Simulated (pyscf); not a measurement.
Single points on ωB97X-D3(BJ)/def2-SVP structures (PySCF, gas phase).

Q: Estimate by transition-state theory the rate constant of F–SiH(F)–F + ammonia (NH₃) -> hydrogen fluoride (HF) + H₂N–SiH(F)–F (singlet surface; F–Si, H–N broken, F–H, N–Si formed) at 900 K, with ωB97M-D3(BJ)/def2-TZVP energies (ideal gas, 1 atm, RRHO with modes under 100 cm⁻¹ raised to 100, one conformer, R ln 2 for chiral ones without a mode under 150 cm⁻¹; no tunnelling).

A: The electronic barrier is 25.2 kcal/mol and the thermal terms add +30.3, so ΔG‡ = 55.5 kcal/mol. With k_BT/h = 1.88e+13 s⁻¹ and RT = 1.788 kcal/mol, and a volume of 1.23e-19 cm³ per molecule at 1 atm, k = 7.7e-20 cm³ molecule⁻¹ s⁻¹. Wigner's tunnelling factor for 713i cm⁻¹ would be 1.05. A shift of 1 kcal/mol in the barrier changes k by a factor 1.7. On the reactant side the descent ends in an adduct with a N–Si contact, 7.6 kcal/mol under the separated species and 32.1 kcal/mol under the saddle at ωB97X-D3(BJ)/def2-TZVP. On the product side the descent ends in a complex, 7.6 kcal/mol under the separated species and 13.0 kcal/mol under the saddle at ωB97X-D3(BJ)/def2-TZVP. What is counted as formed (N–Si) is already present as a longer contact in the reactant adduct; forming that adduct is a step of its own. One saddle was located; it need not be the lowest between these sides.
